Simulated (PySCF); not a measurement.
Compound: butyrate, C₄H₇O₂ (charge -1).
Z-matrix (Å and degrees, PBE0-D3(BJ)/def2-SVP geometry), rows numbered from 1:
```
C 
C   1  1.5216
C   2  1.5214  1  112.69
C   3  1.5708  2  114.96  1    68.00
O   4  1.2507  3  115.88  2     7.04
O   4  1.2430  3  114.70  2  -173.66
H   1  1.1043  2  112.35  3  -178.47
H   1  1.1048  2  111.33  3    60.65
H   1  1.1003  2  107.76  3   -58.41
H   2  1.1085  1  110.03  3  -124.36
H   2  1.1027  1  108.17  3   118.38
H   3  1.1060  2  111.21  1   -54.70
H   3  1.1054  2  110.50  1  -171.28
```

Method used: PBE0-D3(BJ)/def2-SVP geometry optimisation, gas phase (PySCF 2.14.0).

Take the most abundant isotopes and a rigid rotor. The values belong to one conformer with, in the numbering `[CH3:1][CH2:2][CH2:3][C:4](=[O:5])[O-:6]`, C1–C2–C3–C4 68°, C2–C3–C4–O5 7°.

**Question.** Give the principal moments of inertia and the rotational constants in GHz.

**Answer.** Ia = 71.87, Ib = 213.48, Ic = 246.31 u·Å²; 505379 MHz·u·Å²/I gives 7032, 2367 and 2052 MHz, that is A = 7.0317, B = 2.3673, C = 2.0518 GHz.

**Question.** What kind of rotor is it?

**Answer.** An asymmetric top: κ = (2 × 2367 − 7032 − 2052)/(7032 − 2052) = -0.87.

**Question.** Is it planar, by Δ = Ic − Ia − Ib?

**Answer.** Not planar: Δ = Ic − Ia − Ib = -39.04 u·Å². For a rigid frame Δ = −2 Σ m c², so Σ m c² = 19.52 u·Å² lies off the ab plane: 7.23 from hydrogen and 12.29 from heavier atoms. The atom farthest from that plane is 1.54 Å away.

**Question.** Give the other two planar moments, Paa and Pbb, and the rms extents of the mass along the axes.

**Answer.** Paa = Σ m a² = (Ib + Ic − Ia)/2 = 193.96 and Pbb = Σ m b² = (Ia + Ic − Ib)/2 = 52.35 u·Å². With the mass M = 87.04 u, the rms extents √(P/M) along a, b and c are 1.49, 0.78, 0.47 Å.

**Question.** List the rotational levels J(Ka,Kc) to J = 4 (MHz).

**Answer.** Above 0(0,0):
J = 1: 1(0,1) 4419, 1(1,1) 9084, 1(1,0) 9399
J = 2: 2(0,2) 13242, 2(1,2) 17606, 2(1,1) 18553, 2(2,1) 32546, 2(2,0) 32562
J = 3: 3(0,3) 26438, 3(1,3) 30381, 3(1,2) 32274, 3(2,2) 45803, 3(2,1) 45880, 3(3,1) 69924, 3(3,0) 69924
J = 4: 4(0,4) 43961, 4(1,4) 47397, 4(1,3) 50549, 4(2,3) 63468, 4(2,2) 63697, 4(3,2) 87630, 4(3,1) 87633, 4(4,1) 121358, 4(4,0) 121358
The levels of one J sum to (2J + 1)J(J + 1)(A + B + C)/3.

**Question.** Predict some low-J microwave lines.

**Answer.** The dipole components (about the centre of mass, as the species is charged) are |μa| = 4.97 D, |μb| = 1.74 D, |μc| = 0.20 D. Intensities carry the squares of the components, which stand as 1.00 : 0.12 : 0.00 (a : b : c). Some lines, for components of 0.1 D or more:

```tsv
type	branch	J(Ka,Kc)	MHz	lower level (cm⁻¹)
c	Q	2(1,2) ← 2(0,2)	4364	0.442
b	R	4(1,3) ← 3(2,2)	4745	1.528
a	R	2(1,2) ← 1(1,1)	8523	0.303
a	R	2(1,1) ← 1(1,0)	9154	0.314
c	R	1(1,0) ← 0(0,0)	9399	0.000
a	R	3(1,3) ← 2(1,2)	12775	0.587
b	Q	4(2,2) ← 4(1,3)	13149	1.686
a	R	3(2,1) ← 2(2,0)	13319	1.086
a	R	3(1,2) ← 2(1,1)	13721	0.619
b	R	3(1,3) ← 2(0,2)	17139	0.442
a	R	4(2,3) ← 3(2,2)	17664	1.528
a	R	4(3,2) ← 3(3,1)	17706	2.332
a	R	4(1,3) ← 3(1,2)	18275	1.077
b	R	4(1,4) ← 3(0,3)	20959	0.882
c	Q	4(3,2) ← 4(2,2)	23932	2.125
c	R	4(2,2) ← 3(1,2)	31424	1.077
c	Q	4(4,1) ← 4(3,1)	33725	2.923
```

Whether it is a minimum is left open (no frequencies). The geometry's basis has no diffuse functions, a weakness for an anion. Zero-point vibration and centrifugal distortion are left out. A rigid rotor knows nothing of internal rotation, which can split or shift real lines.
